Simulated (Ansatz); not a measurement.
# ClHOSi: the cost of one run

All numbers below are computed with Ansatz 0.2.0 (RKS PBE-D4/6-31G).

## (1) Starting point

Bond lengths: O1–Si2 1.503 Å, Si2–Cl3 1.993 Å, Si2–H4 1.444 Å. Angles: O1–Si2–Cl3 123.3°, O1–Si2–H4 128.4°, Cl3–Si2–H4 108.3°.

Structure file:

```xyz
4

O    -1.2989   -0.3150    0.9344
Si   -0.1788    0.0277   -0.0079
Cl    1.7222   -0.4686    0.3267
H    -0.2445    0.7560   -1.2531
```

## (2) Relaxing the start

Contents of input.yaml:

```yaml
crystal:
  periodic: [false, false, false]
  atoms:
    - { symbol: O, position_ang: [-1.2989, -0.31505, 0.93437] }
    - { symbol: Si, position_ang: [-0.17876, 0.02767, -0.00793] }
    - { symbol: Cl, position_ang: [1.72219, -0.46859, 0.32669] }
    - { symbol: H, position_ang: [-0.24454, 0.75598, -1.25312] }
basis:
  gaussian: { orbitals: "6-31G" }
hamiltonian:
  xc: pbe
  dispersion: d4
relax:
  f_tol: 0.02
  max_steps: 40
scf:
  lower_state_search: "off"
```

Command:

```console
$ ansatz run input.yaml --threads 1 --pin off --max-ram 2048MiB --backend cpu --events-out ev --progress --plain --runs-dir out
```

Q: Estimate wall time and peak memory on 1 thread of an Arm CPU, shared host.

About 6.1 s, with a peak of 0.11 GiB.
